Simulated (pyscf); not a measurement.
Single points on ωB97X-D3(BJ)/def2-SVP structures (PySCF, gas phase).

Problem. Estimate the classical barrier height and the reaction energy of O=V(OH)(F)–F + hydrogen fluoride (HF) → O=V(F)(F)–F + water (H₂O) at ωB97M-D3(BJ)/def2-TZVP. The step runs on the singlet surface, breaks O–V, F–H and forms F–V, H–O; take the separated reactants as zero.

Solution. ΔE‡ = 0.26 eV, ΔE = -0.16 eV. Zero-point energy shifts the barrier by +0.02 eV. It is a four-centre exchange, with an imaginary mode of 616i cm⁻¹. On the reactant side the descent ends in a complex (not fully relaxed), 0.21 eV under the separated species and 0.45 eV under the saddle at ωB97X-D3(BJ)/def2-TZVP. On the product side the descent ends in an adduct with a O–V contact, 0.49 eV under the separated species and 0.88 eV under the saddle at ωB97X-D3(BJ)/def2-TZVP. What is counted as broken (O–V) persists as a longer contact in the product adduct; parting that adduct is a step of its own. One saddle was located; it need not be the lowest between these sides.
